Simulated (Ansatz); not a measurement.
# Worked example: correlation energy of AsH3⁺, doublet

Geometry: a point of a stretch scan, not a stationary point.

```xyz
4

As    0.0111   -0.0187   -0.0224
H     1.4472   -0.0050    0.3997
H    -1.5757    2.6670    0.8750
H    -0.6974   -1.2700    0.3935
```

Basis 6-31G (Cartesian d functions); Ansatz 0.2.0. Only valence electrons are correlated (noble-gas cores and the filled d shells of p-block atoms frozen), which leaves 7 electrons in 21 orbitals. R marks a restricted (for open shells ROHF) determinant. No spin–orbit coupling is included, and no scalar relativity.

Full CI is exact within this basis and frozen core; it isn't the basis-set limit.

Runs differ by some tens of microhartree through their thresholds and, for an open shell, their frozen cores, so steps under 0.03 kcal/mol mean nothing.

| level | total energy (hartree) |
| --- | --- |
| RHF | -2235.136143 |
| RMP2 | -2235.183797 |
| RCCSD | -2235.204361 |
| RCCSD(T) | -2235.205111 |
| RCCSDT | -2235.205675 |
| RCCSDT(Q) | -2235.205746 |
| full CI | -2235.205778 |

Question: What is the correlation energy at full CI, and what share of it do RMP2 and RCCSD(T) recover?

Answer: E(corr) = -2235.205778 − (-2235.136143) = -0.069635 hartree = -1.895 eV. RMP2: -0.047654 / -0.069635 = 68.43 %. RCCSD(T): -0.068968 / -0.069635 = 99.04 %.

Question: By how many kcal/mol does RCCSD(T) miss full CI (1 hartree = 627.509 kcal/mol), and which steps make up the rest?

Answer: -2235.205111 − (-2235.205778) = 0.000667 hartree = 0.42 kcal/mol. Steps: RCCSDT − RCCSD(T) = -0.35, RCCSDT(Q) − RCCSDT = -0.04, full CI − RCCSDT(Q) = -0.02 kcal/mol. That is within 1 kcal/mol of the reference in this basis, which itself misses far more of the correlation at the basis-set limit.
